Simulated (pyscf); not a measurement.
PySCF, gas phase, ωB97X-D3(BJ)/def2-SVP geometries. MP2 and CC: frozen core, UHF for open shells. ΔMP2 is the change of the MP2 total energy from the triple- to the quadruple-zeta basis.

Q: SiH₄ + GeH₂ [singlet] -> H₃Si–GeH₃
Surface: singlet. Broken: H–Si. Formed: Ge–Si, Ge–H. Give ΔE‡ and ΔE from CCSD(T)/def2-TZVPP + ΔMP2(QZVPP), relative to the separated reactants.

A: ΔE‡ = -22.8 kJ/mol, ΔE = -187.1 kJ/mol. Zero-point energy shifts the barrier by +9.6 kJ/mol. It is an insertion, with an imaginary mode of 436i cm⁻¹. On the reactant side the descent ends in an adduct with a Ge–Si contact, 46.6 kJ/mol under the separated species and 15.2 kJ/mol under the saddle at ωB97X-D3(BJ)/def2-TZVP. At CCSD(T) the saddle lies under the separated reactants, which points to a path from their complex (located at ωB97X-D3(BJ) alone). What is counted as formed (Ge–Si) is already present as a longer contact in the reactant adduct; forming that adduct is a step of its own. At ωB97X-D3(BJ) the barrier from the zero used here is -31.4 kJ/mol. This is the saddle that the search found; another between the same sides may lie lower. The CCSD(T) − MP2 part came from Ansatz, without density fitting, on the same reference. The frozen core leaves the outer d or s,p core shells of the metals and heavy elements correlated in the MP2 and CC values, and def2-TZVPP describes them poorly, which can shift differences by a few kcal/mol. Elements up to Kr have no core potential and no relativistic terms here.
